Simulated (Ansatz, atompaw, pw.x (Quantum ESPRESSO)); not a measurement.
Equation-of-state test of one PAW (atompaw) potential (boron (B))

```json
{
 "Element": "boron",
 "Generator": "atompaw 4.2.0.5",
 "Type": "PAW",
 "Functional": "PBEsol",
 "Relativity": "scalar-relativistic",
 "Frozen core": "[He]",
 "Valence charge": "3",
 "Reference configuration": "2s2 2p1",
 "Partial waves": "2s (bound): rc 1.15 bohr; 2s channel at 1.25 Ry: rc 1.15 bohr; 2p (bound): rc 3.00 bohr; 2p channel at 1.35 Ry: rc 3.00 bohr; 3d channel at 0.5 Ry: rc 3.00 bohr; 3d channel at 1.3 Ry: rc 3.00 bohr",
 "Local potential": "vpsmatchnc scheme with l = 3 at 0 Ry, radius 2.00 bohr",
 "Core correction": "smooth core density matched at 1.65 bohr",
 "Augmentation charge": "besselshape compensation charge, radius 2.90 bohr; PAW radius 3.00 bohr; waves and projectors: custom rrkj gramschmidtortho"
}
```

Crystal test: fcc B in pw.x 7.5, no spin, 18³ k-points, Fermi–Dirac smearing 0.01 Ry, cutoffs 40/400 Ry. The reference is all-electron LAPW (Ansatz 0.2.0) with the same functional, mesh and smearing; V0 and B0 come from Birch–Murnaghan fits to the pressures at five volumes. Errors are pseudo minus all-electron; Δ is the rms difference of the E(V) curves that follow from these fits, minima aligned, over ±6 % about the mean V0. Mesh and smearing are coarse, so the numbers serve the comparison and aren't converged zero-temperature values; the lattice is a test structure that the element need not adopt.

| V (Å³/atom) | P all-electron (GPa) | P pseudo (GPa) |
| --- | --- | --- |
| 5.544 | 15.12 | 20.20 |
| 5.690 | 6.84 | 9.80 |
| 5.836 | -0.51 | 0.56 |
| 5.982 | -7.04 | -7.57 |
| 6.128 | -12.83 | -14.75 |

All-electron: a0 = 2.856 Å (V0 = 5.83 Å³/atom), B0 = 278.7 GPa.

Pseudopotential: mean pressure error (GPa): +1.33; a0 (Å): 2.860; a0 error (%): +0.12; B0 error (%): +23.3; Δ (meV/atom): 2.6. The largest radius (3.00 bohr) exceeds half the bond length (1.91 bohr), so the spheres overlap, which is one possible source of error among others. This is a poor potential for the solid. The logarithmic derivative shows an extra or strongly shifted pseudo pole above the reference energy (d near 1.46 Ry).

Problem. At the middle volume, how do free energy and pressure move when the wave cutoff is lowered (ecutrho held at 400 Ry)?

Solution.

```
cutoff (Ry)  shift of F (meV/atom)  shift of P (GPa)
         18                  +65.2             -7.80
         24                   +7.5             -1.00
         32                   +1.5             +0.33
```

The run at the middle volume (195 k-points, 7 iterations) took about 3.2 s on one core of a shared host (AMD EPYC 9R45 96-Core Processor, 96 threads, 376 GiB, load 58).
